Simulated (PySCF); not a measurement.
How methods differ on the ionisation energy of O

O [He] 2s2 2p4 [2p1/2^2 2p3/2^2, M_J = 2] → O⁺ [He] 2s2 2p3 [2p1/2^2 2p3/2^1, M_J = 3/2], as a difference of total energies. Computed with PySCF 2.14 in an even-tempered Gaussian basis (21 s from 0.019 bohr⁻², ratio 2.4; 13 p from 0.025 bohr⁻², ratio 2.4; 6 d from 0.93 bohr⁻², ratio 2.6; 5 f from 1.4 bohr⁻², ratio 2.6), with the two-component X2C-1e Hamiltonian. Correlated levels: nothing frozen; the 30 highest virtual spinors dropped. "Screened" scales the spin-orbit matrix elements by Boettger's factors to mimic the two-electron term; Breit and QED terms are absent.

```json
{"method": "GHF (spin-free)", "ionisation energy (eV)": "11.900", "error (eV)": "-1.718"}
{"method": "GMP2 (spin-free)", "ionisation energy (eV)": "13.279", "error (eV)": "-0.339"}
{"method": "GHF (screened spin-orbit)", "ionisation energy (eV)": "11.910", "error (eV)": "-1.708"}
{"method": "GMP2 (screened spin-orbit)", "ionisation energy (eV)": "13.290", "error (eV)": "-0.328"}
```

Reference: 13.618 eV (measured; NIST Atomic Spectra Database, ionization energies).

The labels give the starting determinants; with spin-orbit coupling the two ends relaxed to ⟨J²⟩ = 6.01, ⟨L²⟩ = 2.00, ⟨S²⟩ = 2.01 and ⟨J²⟩ = 3.76, ⟨L²⟩ = 0.00, ⟨S²⟩ = 3.76.
